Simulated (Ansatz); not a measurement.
# HCl+ (doublet): relaxing a cheap start

Aim: relax a generated start of HCl+ (doublet) and see which bonds hold.

Program: Ansatz 0.2.0, Gaussian basis. Level of theory: UKS PBE0/def2-TZVP. These are calculated values, not measurements.

## (1) Where the work starts

2 atoms, charge 1, spin multiplicity 2.

Atoms are counted from 1 here; the program's logs count them from 0.

Bond lengths: Cl1–H2 1.330 Å.

The start is set by covalent radii. Sticks and bond lists go by distance. 

## (2) The run

File in.yaml:

```yaml
crystal:
  periodic: [false, false, false]
  atoms:
    - {symbol: Cl, position_ang: [0.000000, 0.000000, 0.000000]}
    - {symbol: H, position_ang: [0.000000, 0.000000, 1.330000]}
basis:
  gaussian: {orbitals: def2-TZVP}
total_charge: 1
magnetization: {spin_polarized: true, initial_magnetization: 1}
hamiltonian: {xc: pbe0}
relax: {f_tol: 0.004, max_steps: 80}
```

Launch:

```bash
$ ansatz run in.yaml --threads 1 --pin off --events-out ev --progress --plain --max-ram 2176MiB
```

**Question.** What will these runs give? Wanted: energy gained; shift from the start; total energy; ⟨S²⟩.

As calculated:

```
                  quantity           value
                     steps               3
             energy gained        0.001 eV
shift from the start (rms)         0.004 Å
              total energy  -12522.6654 eV
                      ⟨S²⟩           0.755
```

**Reading.** The bonds of the start are those of the end. Cl1–H2 went from 1.330 to 1.321 Å. No vibrations were run, so this is a stationary point, not a proven minimum, and this spin need not be the ground state's.
